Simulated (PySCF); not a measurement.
Molecule: SMILES FCCC#C, C4H5F.

Numbering as in the mapped SMILES `[CH:1]#[C:2][CH2:3][CH2:4][F:5]` (H(Xn): hydrogen on atom n).

Geometry PBE0-D3(BJ)/def2-SVP throughout; GIAO in PySCF 2.14.0 with density-fitted response routines, gas phase, one conformer, non-relativistic; equivalent atoms averaged; functional PBE0.

For orientation, 6-311+G(2d,p) gives these shifts δ (against TMS, CFCl3 at the same level): C1 74.2, C2 80.7, C4 81.0, C3 22.2, F5 -235.2, H(C1) 1.70, H(C4) 4.37, H(C3) 2.61 ppm.

A run gave: C1 70.9, C2 75.2, C4 77.9, C3 22.8, F5 -214.0, H(C1) 1.59, H(C4) 4.23, H(C3) 2.43 ppm (shifts δ (against TMS, CFCl3 at the same level)).

Question: Which basis set was used in that run?
A. def2-SVP
B. cc-pVDZ
C. IGLO-III
D. pcSseg-1

Answer: B. F5 tells them apart best: cc-pVDZ gives -214.0, def2-SVP gives -207.7, IGLO-III gives -235.2, pcSseg-1 gives -233.0 ppm.
